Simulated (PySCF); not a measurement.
ethane (C2H6), SMILES CC.

The structure is a stationary point at ωB97X-D3(BJ)/def2-TZVP.

Two levels are set side by side: TDDFT-PBE/def2-TZVPD (PySCF) and ADC(2)/aug-cc-pVDZ (PySCF). Vertical, same geometry; the bases differ. Differences are taken from unrounded values.

```json
[
 {"quantity": "lowest singlet excitation (eV)", "ADC(2)": "9.08"}
]
```

What does TDDFT-PBE give, and how far is it from ADC(2)? (The exact figures need the calculation; the answer reports its results.)


```
quantity                        TDDFT-PBE  TDDFT-PBE minus ADC(2)
------------------------------  ---------  ----------------------
lowest singlet excitation (eV)       8.10                   -0.99
```

Functionals without exact exchange tend to place singlet excitations lower, as here. Differences between two approximate levels are no errors against the true value.

Rough cost on one machine, each run with all the roots and properties that it gave: ADC(2) against TDDFT-PBE about 4 times.
